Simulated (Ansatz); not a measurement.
# C₅H₁₀O₂: a ladder of functionals and wavefunction methods

Aim: compute C₅H₁₀O₂ with functionals from several rungs and with coupled cluster. The yardstick is the atomisation energy at the CCSD(T) limit.

Computed with Ansatz 0.2.0, Gaussian basis. Level: functionals in def2-TZVPP, the program's frozen cores in correlated methods.

Levels to be run: LDA (SPW92), PBE-D4, revPBE-D4, BLYP-D4, r2SCAN-D4, B97M-V, PBE0-D4, B3LYP-D4, r2SCANh-D4, r2SCAN0-D4, HSE06-D4, BHLYP-D4, CAM-B3LYP-D4, LC-ωPBE, ωB97X-V, ωB97M-V, B2PLYP, PBE-QIDH; CCSD(T)/def2-SVP; CCSD(T)/def2-TZVPP; MP2/def2-QZVPP; extrapolation to the limit; RPA on PBE.

## Step 1: Structure used throughout

The geometry comes from an earlier relaxation with PBE0-D4 in a triple-zeta def2 set; it is a stationary point, not always the lowest conformer.

SMILES `CC1CCOCO1`, 17 atoms, charge 0, spin multiplicity 1.

Atoms are counted from 1 here; the program's logs count them from 0.

Bond lengths: C1–C2 1.520 Å, C1–H8 1.091 Å, C1–H9 1.092 Å, C1–H10 1.093 Å, C2–C3 1.527 Å, C2–O7 1.426 Å, C2–H11 1.093 Å, C3–C4 1.517 Å, C3–H12 1.093 Å, C3–H13 1.094 Å, C4–O5 1.413 Å, C4–H14 1.101 Å, C4–H15 1.091 Å, O5–C6 1.395 Å, C6–O7 1.394 Å, C6–H16 1.104 Å, C6–H17 1.090 Å. Angles: C2–C1–H8 110.0°, C2–C1–H9 112.9°, C2–C1–H10 109.8°, H8–C1–H9 108.2°, H8–C1–H10 108.3°, H9–C1–H10 107.6°, C1–C2–C3 113.8°, C1–C2–O7 112.1°, C1–C2–H11 108.1°, C3–C2–O7 109.4°, C3–C2–H11 109.0°, O7–C2–H11 104.0°, C2–C3–C4 110.5°, C2–C3–H12 108.8°, C2–C3–H13 110.4°, C4–C3–H12 108.5°, C4–C3–H13 110.6°, H12–C3–H13 108.0° and more.

## Step 2: LDA

This LDA is Slater exchange with PW92 correlation.

File in.yaml:

```yaml
crystal:
  periodic: [false, false, false]
  atoms:
    - {symbol: C, position_ang: [0.210668, -1.632854, -0.724294]}
    - {symbol: C, position_ang: [0.886813, -0.297255, -0.462855]}
    - {symbol: C, position_ang: [0.070822, 0.907211, -0.926598]}
    - {symbol: C, position_ang: [-1.043321, 1.204179, 0.059558]}
    - {symbol: O, position_ang: [-0.515412, 1.328174, 1.364576]}
    - {symbol: C, position_ang: [0.148025, 0.156896, 1.730060]}
    - {symbol: O, position_ang: [1.237066, -0.132750, 0.909828]}
    - {symbol: H, position_ang: [0.810252, -2.442442, -0.304434]}
    - {symbol: H, position_ang: [-0.791438, -1.692996, -0.295704]}
    - {symbol: H, position_ang: [0.119149, -1.796030, -1.800783]}
    - {symbol: H, position_ang: [1.848304, -0.296597, -0.982783]}
    - {symbol: H, position_ang: [0.727825, 1.779141, -0.980303]}
    - {symbol: H, position_ang: [-0.337398, 0.729875, -1.925737]}
    - {symbol: H, position_ang: [-1.807027, 0.411263, 0.045431]}
    - {symbol: H, position_ang: [-1.538990, 2.147884, -0.172452]}
    - {symbol: H, position_ang: [-0.569435, -0.682039, 1.732760]}
    - {symbol: H, position_ang: [0.544075, 0.308319, 2.733749]}
basis:
  gaussian: {orbitals: def2-TZVPP}
hamiltonian: {xc: lda}
output: {orbitals: {seedname: orbitals}}
```

Started as:

```
ansatz run in.yaml --threads 2 --pin off --events-out ev --progress --plain --max-ram 32768MiB --backend cuda --devices 0, --max-vram 18GiB
```

Further steps of the session: PBE-D4 (GGA); revPBE-D4 (GGA); BLYP-D4 (GGA); r2SCAN-D4 (meta-GGA); B97M-V (meta-GGA); PBE0-D4 (hybrid); B3LYP-D4 (hybrid); r2SCANh-D4 (hybrid); r2SCAN0-D4 (hybrid); HSE06-D4 (hybrid); BHLYP-D4 (hybrid); CAM-B3LYP-D4 (range-separated); LC-ωPBE (range-separated); ωB97X-V (range-separated); ωB97M-V (range-separated); B2PLYP (double hybrid); PBE-QIDH (double hybrid); CCSD(T) in def2-SVP; CCSD(T) in def2-TZVPP; MP2 in def2-QZVPP; RPA on PBE orbitals.

Before running them: what should the planned runs give, taken together? Wanted: atomisation energy, CCSD(T)/CBS; farthest beyond LDA; mean size of error, GGA; mean size of error, meta-GGA; mean size of error, hybrid; mean size of error, range-separated; mean size of error, double hybrid; gap, smallest and largest; T1 diagnostic.

As calculated:

| quantity | value |
| --- | --- |
| atomisation energy, CCSD(T)/CBS | 1656.7 kcal/mol |
| functionals within 8.3 kcal/mol (0.5 %) | revPBE-D4, BLYP-D4, r2SCAN-D4, B97M-V, B3LYP-D4, r2SCANh-D4, LC-ωPBE, ωB97X-V, ωB97M-V, PBE-QIDH |
| farthest beyond LDA | BHLYP-D4 (-52.3 kcal/mol) |
| mean size of error, GGA | 15.9 kcal/mol |
| mean size of error, meta-GGA | 2.8 kcal/mol |
| mean size of error, hybrid | 17.3 kcal/mol |
| mean size of error, range-separated | 5.6 kcal/mol |
| mean size of error, double hybrid | 10.6 kcal/mol |
| gap, smallest and largest | 6.27 eV (BLYP-D4), 13.54 eV (LC-ωPBE) |
| T1 diagnostic | 0.0110 |
| triples share of the correlation energy | 3.9 % |

What this shows: The LDA atomisation energy is off by 261.5 kcal/mol (16 %): it overbinds. PBE-D4 is off by +42.9 kcal/mol. Double hybrids carry the basis error of their MP2 part in triple zeta, and no dispersion term here, so their miss is partly the set-up's. The rungs meta-GGA, range-separated miss on average by less than the doubt on the reference (8.3 kcal/mol), so they tie. Misses under about 8.3 kcal/mol are within the doubt on the reference itself, which lacks core-valence correlation, relativity and higher excitations. Hartree-Fock recovers 73 % of the binding; the rest is correlation. CCSD(T) in def2-SVP is off by -68.9 kcal/mol, more than most functionals: a good method in a small basis is no reference. The gap grows from 6.3 to 13.5 eV across the functionals, mostly with the share of exact exchange.
